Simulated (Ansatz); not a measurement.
# AlH3O (triplet): from Hartree-Fock to the top rungs at a displaced geometry (v1), cc-pVDZ

An exercise on one series of results from a longer session: the logs are not shown, and one member is left open.

The runs use Ansatz 0.2.0, Gaussian basis; cc-pVDZ, core rule «outside noble gas», up to 6 orbitals frozen.

The runs, in order: UHF; CCSD(T) on ROHF; CCSD(T) on UHF; BCCD(T) on ROHF; CISD; CCSDT(Q) on ROHF; CCSDT(Q) on UHF.

30 further runs of the same task are left out: 11 for a known fault of the program, 7 that didn't finish, 12 set aside as unsound or not needed.

## The system

The geometry is a PBE0/def2-TZVP stationary point (not a proven minimum) with its atoms shifted at random (size 0.040 Å).

5 atoms, charge 0, spin multiplicity 3.

Atoms are counted from 1 here; the program's logs count them from 0.

Bond lengths: Al1–O2 1.717 Å, Al1–H3 1.895 Å, Al1–H4 1.865 Å, O2–H5 1.023 Å. Angles: O2–Al1–H3 77.4°, O2–Al1–H4 77.1°, H3–Al1–H4 154.5°, Al1–O2–H5 174.4°.

Set-up of the first run:

Input file in.yaml:

```yaml
crystal:
  periodic: [false, false, false]
  atoms:
    - {symbol: Al, position_ang: [0.002624, 0.005175, 0.675064]}
    - {symbol: O, position_ang: [0.001791, -0.010968, -1.041487]}
    - {symbol: H, position_ang: [0.049755, 1.849925, 0.245575]}
    - {symbol: H, position_ang: [-0.053022, -1.816055, 0.275377]}
    - {symbol: H, position_ang: [-0.095406, 0.001707, -2.059837]}
basis:
  gaussian: {orbitals: cc-pVDZ}
magnetization: {spin_polarized: true, initial_magnetization: 2}
hamiltonian: {xc: hf}
output: {orbitals: {seedname: orbitals}}
```

Launch:

```sh
> ansatz run in.yaml --threads 1 --pin off --events-out ev --progress --plain --max-ram 2393MiB
```

Among the steps run: UHF; CCSD(T) on ROHF; CCSD(T) on UHF; BCCD(T) on ROHF; CISD; CCSDT(Q) on ROHF; CCSDT(Q) on UHF.

One table of the session follows, with a row left open; its other results are not shown here.

It belongs to the step «Misses and costs». 

| method | from UCCSDT(Q) (kJ/mol) |
| --- | --- |
| ROHF | +792.8 |
| UHF | +762.5 |
| RMP2 | +95.6 |
| UMP2 | +86.3 |
| CISD | +100.7 |
| RCCSD | +28.3 |
| UCCSD | +27.0 |
| RCCSD(T) | +5.7 |
| UCCSD(T) | +5.7 |
| BCCD(T) | ? |
| RCCSDT | +2.9 |
| UCCSDT | +2.9 |
| RCCSDT(Q) | +0.4 |
| UCCSDT(Q) | 0 |

Q: Estimate the row for BCCD(T) from the others.

The run gave: from UCCSDT(Q) (kJ/mol): +5.5. In the column «from UCCSDT(Q) (kJ/mol)» it lies between UCCSDT (+2.9) and RCCSD(T) (+5.7).

To keep in mind: Restricted and unrestricted rows rest on different reference determinants; where their highest levels disagree by more than a few hundredths of an eV, they describe different states and don't form one ladder.
